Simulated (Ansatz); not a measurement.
ClH₅Si₂ (`[SiH3][SiH2]Cl`), 8 atoms. The species carries charge 0 and has multiplicity 1. All runs use 2 threads of a server CPU on a shared host. Correlated methods freeze the cores. Open-shell runs search over several starts.

Problem. Give the basis size and wall time and peak host memory of each of these runs in Ansatz. RHF-CCSD(T)/def2-SVP energy; UHF-CCSD(T)/def2-TZVPP energy of the cation; RKS r2SCAN0-D4/def2-TZVPP energy; UKS r2SCAN-D4/def2-TZVPP energy of the cation; RKS ωB97M-V/def2-SVP energy; RKS PBE0-D4/def2-TZVP relaxation (5 steps); RKS ωB97M-V/def2-QZVPP energy; RKS r2SCAN-D4/def2-TZVPP energy and forces; UKS PBE-D4/def2-TZVPP energy of the cation; direct RPA on PBE orbitals/def2-TZVPP energy; RKS PBE0-D4/def2-TZVP frequencies; RKS PBE0-D4/def2-QZVPP energy. (An estimate is asked.)

Solution. The calculation gave: Other jobs shared the machine, so times are rough.

| level | job | functions | wall time | peak host memory (GiB) |
| --- | --- | --- | --- | --- |
| RHF-CCSD(T)/def2-SVP | energy | 79 | 1.2 s | 0.2 |
| direct RPA on PBE orbitals/def2-TZVPP | energy | 196 | 3.2 s | 0.35 |
| RKS r2SCAN-D4/def2-TZVPP | energy and forces | 196 | 3.9 s | 0.26 |
| RKS r2SCAN0-D4/def2-TZVPP | energy | 196 | 3.9 s | 0.44 |
| RKS ωB97M-V/def2-SVP | energy | 79 | 3.9 s | 0.23 |
| UKS PBE-D4/def2-TZVPP | energy of the cation | 196 | 7 s | 0.36 |
| RKS PBE0-D4/def2-QZVPP | energy | 360 | 7 s | 1.1 |
| UKS r2SCAN-D4/def2-TZVPP | energy of the cation | 196 | 11 s | 0.41 |
| RKS ωB97M-V/def2-QZVPP | energy | 360 | 16 s | 1.2 |
| RKS PBE0-D4/def2-TZVP | relaxation (5 steps) | 141 | 17 s | 0.34 |
| RKS PBE0-D4/def2-TZVP | frequencies | 141 | 69 s | 0.32 |
| UHF-CCSD(T)/def2-TZVPP | energy of the cation | 196 | 5.7 min | 2 |
